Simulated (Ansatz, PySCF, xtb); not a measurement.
Bonds broken one at a time in the series Al F-NH2. All species are isolated molecules in the gas phase. Strings in code marks are SMILES.

Quantity: homolytic bond dissociation enthalpy at 298 K (no spin–orbit term), in kcal/mol. Enthalpy corrections at 298 K come from GFN2-xTB frequencies (xtb).

Level 1: frozen-core CCSD(T)/cc-pVTZ // CAM-B3LYP-D3(BJ)/def2-TZVP (Ansatz, a program for electronic structure)
Level 2: CAM-B3LYP-D3(BJ)/def2-TZVP (PySCF)
Level 3: PBE/6-31G* // CAM-B3LYP-D3(BJ)/def2-TZVP (PySCF)
Level 4: HF/6-31G* // CAM-B3LYP-D3(BJ)/def2-TZVP (PySCF)

```json
[
 {"species": "Al–F bond of `[NH2][Al]([F])[F]`, giving `[F]` and `[NH2][Al][F]`", "level 2": "157.1", "level 3": "154.5", "level 4": "117.7"},
 {"species": "N–Al bond of `[NH2][Al]([F])[F]`, giving `[F][Al][F]` and `[NH2]`", "level 2": "106.7", "level 3": "101.8", "level 4": "78.3"},
 {"species": "N–Al bond of `[NH2][Al]([NH2])[F]`, giving `[NH2]` and `[NH2][Al][F]`", "level 2": "106.6", "level 3": "100.3", "level 4": "77.0"}
]
```

Q: What does level 1 give for each?

A: 
- Al–F bond of `[NH2][Al]([F])[F]`, giving `[F]` and `[NH2][Al][F]`: 153.5
- N–Al bond of `[NH2][Al]([F])[F]`, giving `[F][Al][F]` and `[NH2]`: 106.3
- N–Al bond of `[NH2][Al]([NH2])[F]`, giving `[NH2]` and `[NH2][Al][F]`: 105.3
